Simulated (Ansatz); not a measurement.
Energy profile

The step: SiH₃F ([F][SiH3]) + CH₄ → CH₆Si ([CH3][SiH3]) + HF; bonds formed: Si1–C7, F2–H6; bonds broken: Si1–F2, H6–C7 (atoms numbered as in the saddle structure below).

| atom | x (Å) | y (Å) | z (Å) |
| --- | --- | --- | --- |
| Si1 | -0.5901 | 0.4041 | -0.7440 |
| F2 | 1.2922 | 0.8953 | -0.9086 |
| H3 | -0.4702 | -0.2149 | -2.0822 |
| H4 | -1.8484 | -0.2201 | -0.2152 |
| H5 | -0.8818 | 1.8495 | -0.6280 |
| H6 | 1.0170 | 0.1785 | 0.0346 |
| C7 | 0.3497 | -0.5593 | 0.8963 |
| H8 | -0.2642 | -0.1215 | 1.6812 |
| H9 | 1.3703 | -0.6395 | 1.3019 |
| H10 | 0.0255 | -1.5722 | 0.6641 |

Electronic energies by CCSD(T) at an estimated basis limit (MP2 extrapolated from triple and quadruple zeta, plus CCSD(T) − MP2 in triple zeta), on PBE0-D4/def2-TZVP structures; CH7FSi, closed shell; no counterpoise correction. Program: Ansatz 0.2.0. Basis: def2-TZVPP and def2-QZVPP. Cores are frozen in the correlated methods. Extrapolation: Hartree–Fock as exp(−7.88 √X), correlation as X^−2.97.

Q: Give the profile in eV, counted from the separated reactants. (An estimate is asked for; the value comes from the calculation.)

A: The calculation gives:
```tsv
point	eV
separated: SiH3F (linked as [F][SiH3]; Si1, F2, H3, H4, H5; singlet) + CH4 (H6, C7, H8, H9, H10; singlet)	0.000
start structure	-0.031
saddle	3.061
end structure	1.284
separated: CH6Si (linked as [CH3][SiH3]; Si1, H3, H4, H5, C7, H8, H9, H10; singlet) + HF (F2, H6; singlet)	1.378
```

No T1 diagnostic of these runs exceeds 0.012.

For scale, one of the runs: CCSD(T)/def2-TZVPP, 202 basis functions, launched by `ansatz run in.yaml --threads 2 --pin off --events-out ev --progress --plain --max-ram 4352MiB`. The run took 51 s on 2 CPU threads of an Intel Xeon Platinum 8259CL (shared host), with 2.5 GiB of host memory at its peak.
